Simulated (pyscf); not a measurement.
Structures and frequencies: ωB97X-D3(BJ)/def2-SVP in PySCF. MP2 and CC: frozen core, UHF for open shells. ΔMP2 is the change of the MP2 total energy from the triple- to the quadruple-zeta basis.

SMILES: [NH2][GaH2]
```xyz
6

N      1.1100    -0.0772    -0.2899
Ga    -0.5519     0.6345    -0.1792
H      1.9350     0.4380    -0.5750
H      1.3318    -1.0435    -0.0784
H     -1.7030    -0.3178     0.2772
H     -0.7052     2.1448    -0.5474
```
Charge 0, spin multiplicity 1.

**Question.** What are the homolytic bond dissociation enthalpies (298 K) of H₂N–GaH₂ (SMILES [NH2][GaH2]) at CCSD(T)/def2-TZVPP + ΔMP2(QZVPP), weakest first?

**Answer.** Ga–H to [H₂N–GaH]• + H•: 351.7 kJ/mol; Ga–N to NH₂• + GaH₂•: 406.7 kJ/mol; H–N to •HN–GaH₂ + H•: 476.7 kJ/mol. Ring and multiple bonds, and those that leave no two simple radicals, are not listed. The radicals are drawn with the spin at the cut bond; how far it spreads was not checked. •HN–GaH₂ lies 143.2 kJ/mol over its isomer [H₂N–GaH]•, and others may lie lower still (electronic energy, ωB97M-D3(BJ)). Other isomers of [H₂N–GaH]• were not searched in full and may lie lower. The CCSD(T) − MP2 part came from Ansatz, without density fitting, on the same reference. The frozen core leaves the outer d or s,p core shells of the metals and heavy elements correlated in the MP2 and CC values, and def2-TZVPP describes them poorly, which can shift differences by a few kcal/mol. Elements up to Kr have no core potential and no relativistic terms here.
